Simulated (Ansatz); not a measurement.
Input file:

```yaml
crystal:
  periodic: [false, false, false]
  atoms:
    - {symbol: O, position_ang: [0.000000, -0.092053, 0.034879]}
    - {symbol: H, position_ang: [0.000000, 0.969515, -1.350076]}
    - {symbol: H, position_ang: [0.000000, 0.491675, 0.796429]}
basis:
  gaussian: {orbitals: 6-31G}
correlation: {method: fic_nevpt4_sd, electrons: outside_noble_gas, active_space: {window: {electrons: 8, orbitals: 6}, shells: [{species: H, l: s, shell: 1}, {species: O, l: s, shell: 2}, {species: O, l: p, shell: 2}]}}
```

```sh
$ ansatz run in.yaml --threads 1 --pin off --events-out ev --progress --plain --max-ram 2393MiB
```

Output:

```
220 factors; integrals over basis functions are off by at most 2.2e-8 eV
mean field evaluation 1: about -2059.1668 eV, gradient 3.7e1 eV
mean field evaluation 2: about -2059.1670 eV, gradient 3.7e1 eV
mean field evaluation 4: about -2062.9914 eV, gradient 3.9e0 eV
mean field evaluation 8: about -2063.0566 eV, gradient 6.3e-5 eV
mean field -2063.05663279 eV, -75.8159328649 hartree, gradient 2.0e-6 eV, S^2 0.000000; 0 other end points of the search recorded, 0 dependent functions left out; unrestricted orbitals would lower it
reference -2063.05663279 eV, -75.8159328649 hartree; 5, 5 occupied and 8, 8 virtual orbitals, 220 factors
state -2066.12643977 eV, -75.9287461909 hartree
state -2066.12643977 eV, -75.9287461909 hartree; corrected -2068.16970304 eV, -76.0038347309 hartree
Total energy: -2068.16970304 eV, -76.0038347309 hartree
Checks for a lower state left out: starts, orbital_swaps
```

Natural occupations: 1.9993 1.9985 1.9744 1.7385 0.2629 0.0265.

For the same geometry and basis full CI lies 56.6 meV lower.

Ran on 1 thread of Intel Xeon Platinum 8488C, shared host: 0.36 s wall, 0.15 GiB peak host memory.
